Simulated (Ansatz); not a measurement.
Diamond, treated with r²SCANh (plane waves, PAW; Ansatz, an electronic-structure program).

Settings: plane-wave cutoff 520 eV, 12×12×12 k mesh, Fermi–Dirac smearing 0.01 eV, scalar-relativistic PAW data made under PBE.

Energies at three volumes about the minimum:

```csv
V (Å³/atom),E − E_lowest (meV/atom)
5.460,5.02
5.638,0.00
5.740,4.41
```

**Question.** Fit a parabola by hand: where is the minimum, what lattice constant follows, and what is the bulk modulus?

**Answer.** Slopes: (0.00 − 5.02)/(5.638 − 5.460) = -28.202 and (4.41 − 0.00)/(5.740 − 5.638) = 43.235 meV/Å³. Curvature E″ = 2 × (43.235 − (-28.202))/(5.740 − 5.460) = 510.264 meV/Å⁶. From the middle of the first interval, the slope vanishes at V0 = 5.5490 − (-28.202)/510.264 = 5.604 Å³/atom. B = V0 E″ = 5.604 × 510.264 meV/Å³ × 0.1602 GPa per meV/Å³ = 458 GPa. With 8 atoms in the cube, a = (8 × 5.604)^(1/3) = 3.552 Å. The full Birch–Murnaghan fit to all volumes gives V0 = 5.601 Å³/atom and B0 = 462 GPa.

Measured, for comparison: bulk modulus 455 GPa (0 K value with the zero-point phonon effect removed; as tabulated in Mejia-Rodriguez and Trickey (2018), arXiv:1807.09216); lattice constant a 3.553 Å (static lattice: zero-point anharmonic expansion removed, our sources range from 3.543 to 3.555; as tabulated in Mejia-Rodriguez and Trickey (2018), arXiv:1807.09216). Computed (rounded) less measured: bulk modulus +2 %.
